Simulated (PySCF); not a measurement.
**Bond curve of NH⁺**

Set-up: PySCF, no relativity, basis sets H def2-TZVP, N def2-TZVP. Energies in eV from H⁺ + N in their ground configurations at the same level. State: ⁴Σ⁻ (quartet), unpaired electrons σ ↑, π ↑↑.

| R (Å) | UHF-MP2 |
| --- | --- |
| 0.947 | -3.251 |
| 0.991 | -3.464 |
| 1.035 | -3.580 |
| 1.068 | -3.618 |
| 1.101 | -3.622 |
| 1.134 | -3.600 |
| 1.178 | -3.539 |
| 1.233 | -3.426 |
| 1.299 | -3.255 |
| 1.387 | -2.994 |

Task: Put a parabola through the three lowest points of the UHF-MP2 curve and estimate Re, k and ωe (reduced mass 0.9402 u; 1 eV/Å² = 0.16022 mdyn/Å; ωe = 1302.8·√(k/μ) cm⁻¹).

Result: Through R = 1.068, 1.101, 1.134 Å the second-order coefficient is 11.9 eV/Å², so Re ≈ 1.090 Å, k ≈ 3.83 mdyn/Å and ωe ≈ 2628 cm⁻¹. A polynomial fit of higher order to the unrounded UHF-MP2 energies gives Re = 1.089 Å, k = 4.19 mdyn/Å, ωe = 2749 cm⁻¹; anharmonicity and rounding make the difference.

The higher-order fit for each curve: UHF-MP2: Re = 1.089 Å, ωe = 2749 cm⁻¹, De = 3.62 eV.

Correlated steps freeze 1 core orbital. For an ion De counts to the pair picked by the measured ionisation energies or electron affinities, which need not be the lowest pair at this level. The state is the lowest determinant that a PBE0 search found; another state may lie lower at other levels.
